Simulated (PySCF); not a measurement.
Isomers of C3H3F, one GFN2-xTB conformer each. Single-point energies are computed at PBE0/pcSseg-1 (PySCF, gas phase, no added dispersion term), electronic only.

```csv
SMILES,GFN2-xTB relative energy (kJ/mol)
C#CCF,0.0
FC1=CC1,76.6
```

Question: What does PBE0/pcSseg-1 give for the same structures?

Answer: 
```
 SMILES  PBE0/pcSseg-1 E (Eh)  PBE0/pcSseg-1 (kJ/mol)  GFN2-xTB (kJ/mol)  point group
  C#CCF            -215.61692                     0.0                0.0           Cs
FC1=CC1            -215.59265                    63.7               76.6           Cs
```

Both levels put the same isomer lowest. As drawn, the lower has a C≡C bond, which the higher lacks; the higher has a three-membered ring and a C=C bond outside aromatic rings, which the lower lacks.

Question: Which frontier levels, dipoles and rotational constants go with these structures?

Answer: 
| SMILES | HOMO (eV, PBE0/pcSseg-1) | LUMO (eV) | dipole (D) | A, B, C (MHz) |
| --- | --- | --- | --- | --- |
| C#CCF | -8.23 | 0.21 | 1.78 | 34988, 4713, 4269 |
| FC1=CC1 | -7.32 | 0.49 | 1.09 | 23453, 6873, 5507 |

Question: As an exercise, what shares would exp(−E/RT) give at 2000 K from these electronic energies alone (no entropy, no degeneracies)?

Answer: RT = 16.629 kJ/mol: C#CCF 97.9 %, FC1=CC1 2.1 %.
